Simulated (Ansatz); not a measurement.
# SiCF (quartet): the correlation ladder at a displaced geometry (v1), cc-pVDZ

The task here is to estimate one member of a computed series from the others.

Program: Ansatz 0.2.0, Gaussian basis. Level of theory: cc-pVDZ, core rule «outside noble gas», up to 7 orbitals frozen. These are calculated values, not measurements.

Plan: UHF; CCSD(T) on ROHF; CCSD(T) on UHF; BCCD(T) on ROHF; CISD; CCSDT(Q) on ROHF; CCSDT(Q) on UHF; CASSCF and NEVPT2, 13 electrons in 11 orbitals.

30 further runs of the same task are left out: 6 for a known fault of the program, 9 that didn't finish, 15 set aside as unsound or not needed.

## The system

The geometry is a PBE0/def2-TZVP stationary point (not a proven minimum) with its atoms shifted at random (size 0.040 Å).

3 atoms, charge 0, spin multiplicity 4.

Atoms are counted from 1 here; the program's logs count them from 0.

Bond lengths: F1–C2 1.298 Å, C2–Si3 1.917 Å. Angles: F1–C2–Si3 125.8°.

The first run:

Contents of in.yaml:

```yaml
crystal:
  periodic: [false, false, false]
  atoms:
    - {symbol: F, position_ang: [-0.022230, -0.247215, 1.576086]}
    - {symbol: C, position_ang: [-0.023063, 0.524658, 0.532506]}
    - {symbol: Si, position_ang: [0.024901, -0.057141, -1.293866]}
basis:
  gaussian: {orbitals: cc-pVDZ}
magnetization: {spin_polarized: true, initial_magnetization: 3}
hamiltonian: {xc: hf}
output: {orbitals: {seedname: orbitals}}
```

Launch:

```bash
> ansatz run in.yaml --threads 1 --pin off --events-out ev --progress --plain --max-ram 2393MiB
```

Steps of the session up to this table: UHF; CCSD(T) on ROHF; CCSD(T) on UHF; BCCD(T) on ROHF; CISD; CCSDT(Q) on ROHF; CCSDT(Q) on UHF; CASSCF and NEVPT2, 13 electrons in 11 orbitals.

One table of the session follows, with a row left open; its other results are not shown here.

It belongs to the step «Misses and costs». 

| method | from UCCSDT(Q) (meV) |
| --- | --- |
| ROHF | +10446.3 |
| UHF | +10240.2 |
| RMP2 | +1230.9 |
| UMP2 | +1279.2 |
| CISD | +1345.6 |
| RCCSD | ? |
| UCCSD | +371.8 |
| RCCSD(T) | +76.4 |
| UCCSD(T) | +78.6 |
| BCCD(T) | +67.0 |
| RCCSDT | +27.3 |
| UCCSDT | +27.1 |
| RCCSDT(Q) | +5.5 |
| UCCSDT(Q) | 0 |
| CASSCF valence | +8151.5 |
| NEVPT2 valence | +1268.3 |

**Question.** Estimate the row for RCCSD.

The run gave: from UCCSDT(Q) (meV): +374.5. In the column «from UCCSDT(Q) (meV)» it lies between UCCSD (+371.8) and RMP2 (+1230.9).

Limits of these values: Restricted and unrestricted rows rest on different reference determinants; where their highest levels disagree by more than a few hundredths of an eV, they describe different states and don't form one ladder.
